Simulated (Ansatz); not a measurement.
**C2H5Si+ (SMILES C=[SiH][CH2+]): functionals against CCSD(T) at one geometry**

The task here is to estimate one member of a computed series from the others.

Method: single points in def2-TZVPP; program: Ansatz 0.2.0, Gaussian basis.

Correlated methods freeze the cores.

### Where the work starts

SMILES `C=[SiH][CH2+]`, 8 atoms, charge 1, spin multiplicity 1.

Atoms are counted from 1 here; the program's logs count them from 0.

Bond lengths: C1–Si2 1.736 Å, C1–H4 1.112 Å, C1–H5 1.119 Å, Si2–C3 1.730 Å, Si2–H6 1.440 Å, C3–H7 1.109 Å, C3–H8 1.101 Å. Angles: Si2–C1–H4 120.1°, Si2–C1–H5 124.2°, H4–C1–H5 115.7°, C1–Si2–C3 108.4°, C1–Si2–H6 125.5°, C3–Si2–H6 125.9°, Si2–C3–H7 126.7°, Si2–C3–H8 122.0°, H7–C3–H8 111.3°.

As a file:

| atom | x (Å) | y (Å) | z (Å) |
| --- | --- | --- | --- |
| C1 | -0.9916 | 0.7665 | -0.6828 |
| Si2 | 0.4061 | 0.5726 | 0.3285 |
| C3 | 0.7317 | -1.1184 | 0.4905 |
| H4 | -1.4493 | -0.1189 | -1.1761 |
| H5 | -1.5058 | 1.7439 | -0.8640 |
| H6 | 1.1012 | 1.6363 | 1.0068 |
| H7 | 1.5038 | -1.5862 | 1.1340 |
| H8 | 0.1773 | -1.8760 | -0.0839 |

The first run:

run/in.yaml reads:

```yaml
crystal:
  periodic: [false, false, false]
  atoms:
    - {symbol: C, position_ang: [-0.991605, 0.766494, -0.682756]}
    - {symbol: Si, position_ang: [0.406114, 0.572633, 0.328505]}
    - {symbol: C, position_ang: [0.731688, -1.118414, 0.490457]}
    - {symbol: H, position_ang: [-1.449349, -0.118928, -1.176070]}
    - {symbol: H, position_ang: [-1.505823, 1.743941, -0.864014]}
    - {symbol: H, position_ang: [1.101188, 1.636285, 1.006815]}
    - {symbol: H, position_ang: [1.503803, -1.586159, 1.134015]}
    - {symbol: H, position_ang: [0.177284, -1.875980, -0.083923]}
basis:
  gaussian: {orbitals: def2-TZVPP}
total_charge: 1
hamiltonian: {xc: pbe, dispersion: d4}
output: {forces: true}
```

The run is started by

```console
ansatz run in.yaml --threads 2 --pin off --events-out ev --progress --plain --max-ram 3481MiB
```

Among the steps run: PBE-D4/def2-TZVPP; r2SCAN-D4/def2-TZVPP; PBE0-D4/def2-TZVPP; wB97M-V/def2-TZVPP; CCSD(T)/def2-TZVPP.

One table of the session follows, with a row left open; its other results are not shown here.

| method | RMS force component (eV/Å) | angle to CCSD(T) forces (°) |
| --- | --- | --- |
| PBE-D4 | 0.661 | 8.0 |
| r2SCAN-D4 | 0.687 | 4.8 |
| PBE0-D4 | 0.669 | 6.2 |
| wB97M-V | ? | ? |
| CCSD(T) | 0.785 | reference |

Estimate the missing values for wB97M-V.

**Answer.** RMS force component (eV/Å): 0.643; angle to CCSD(T) forces (°): 10.3. In the column «RMS force component (eV/Å)» it is the lowest.
